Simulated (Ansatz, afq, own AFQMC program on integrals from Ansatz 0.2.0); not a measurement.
Integrals from Ansatz 0.2.0, then the random walk in our own AFQMC program (afq).

```yaml
crystal:
  periodic: [false, false, false]
  atoms:
    - {symbol: Br, position_ang: [-0.494231, 0.000000, 0.000000]}
    - {symbol: H, position_ang: [1.114769, 0.000000, 0.000000]}
    - {symbol: C, position_ang: [2.675769, 0.000000, 0.000000]}
    - {symbol: H, position_ang: [3.090237, 0.000000, 0.996161]}
    - {symbol: H, position_ang: [3.090237, 0.000000, -0.996161]}
basis:
  gaussian: {orbitals: cc-pVTZ}
magnetization: {spin_polarized: true, initial_magnetization: 2}
correlation: {method: ccsd_t, electrons: outside_noble_gas, hamiltonian_folder: ham}
```

```sh
$ ansatz run in.yaml --threads 1 --pin off --events-out ev --progress --plain --max-ram 24576MiB --backend cuda --devices 0, --max-vram 18GiB
```

afq runs on the folder ham with

```
--method phaseless --trial hf --walkers 900 --populations 10 --least-time 40 --time-step 0.005 --steps-per-block 20 --equilibration-blocks 112 --max-blocks 4000 --target-error 0.0011 --factor-cut 1e-05 --start spin_pure --seed 16 --taylor-order 6
```

Times are imaginary, in 1/Eh. The walk had a cap of 94 s. With eight or more populations the least sampling time is a fifth of least-time, and the error comes from their spread. Filled inner d shells are frozen with the cores.

Log:

```
orbitals 100  electrons 8 6  factors 618 of 679
reference energy -2611.97269562 Eh
CCSD correlation -0.34128620 Eh in 12 cycles, weight of the determinant in the CISD state 0.8647
energy of the start -2611.974395 Eh
 block  time / (1/Eh)  mean weight  energy / Eh
     1     0.100  1.0014  -2612.061992
     2     0.200  1.0026  -2612.122981
     3     0.300  1.0024  -2612.165172
     4     0.400  1.0015  -2612.198586
     5     0.500  1.0018  -2612.223400
     8     0.800  1.0007  -2612.266104
    15     1.500  1.0007  -2612.306087
    36     3.600  1.0002  -2612.325052
    57     5.700  0.9988  -2612.325323
    78     7.800  0.9995  -2612.320200
    99     9.900  1.0002  -2612.334136
   120    12.000  0.9997  -2612.328092
   134    13.400  1.0011  -2612.314701
   141    14.100  1.0007  -2612.315878
   162    16.200  1.0004  -2612.333300
   169    16.900  1.0001  -2612.342755
   183    18.300  0.9995  -2612.331681
   204    20.400  1.0007  -2612.325440
   225    22.500  0.9995  -2612.332329
   246    24.600  0.9997  -2612.316919
   267    26.700  0.9995  -2612.328835
   288    28.800  0.9998  -2612.331698
error from the spread of 10 populations
energy -2612.326904 +/- 0.000944 Eh
(rows thinned)
```

The run passed its tests (sampling time, drift between the halves within three errors, error under three times the target), which doesn't prove that it has relaxed. The second half of the sampling lies below the first by 1.6 errors of their difference, so the energy may still be moving and its error bar be too small.

Against this walk (error 25.7 meV) on the same determinant: CCSD(T) 28.7 meV higher (within the noise), the released energy of a separate walk with a CISD trial 3.7 ± 27.9 meV higher (within the noise), a separate phaseless walk with a CISD trial and standard settings 1.7 ± 26.3 meV lower (within the noise). The error is statistical and leaves out the bias of the constraint.

Cautions: constraint bias not in the error; no relativity below Rb; no spin-orbit coupling; inner d shell frozen; lower spins were not checked; unrestricted determinant slightly spin contaminated (⟨S²⟩ 2.06 against 2.00).

The walk took 42 s on 1 × NVIDIA H100 80GB HBM3 with 2 threads of AMD EPYC 7R13 Processor (Zen 3) (shared host) (the card was shared). The log's last line is the phaseless energy.

A walk keeps the symmetry of its determinant, which the program's search chose and which needn't be the lowest solution, so a lower state of the same spin and another symmetry isn't excluded.
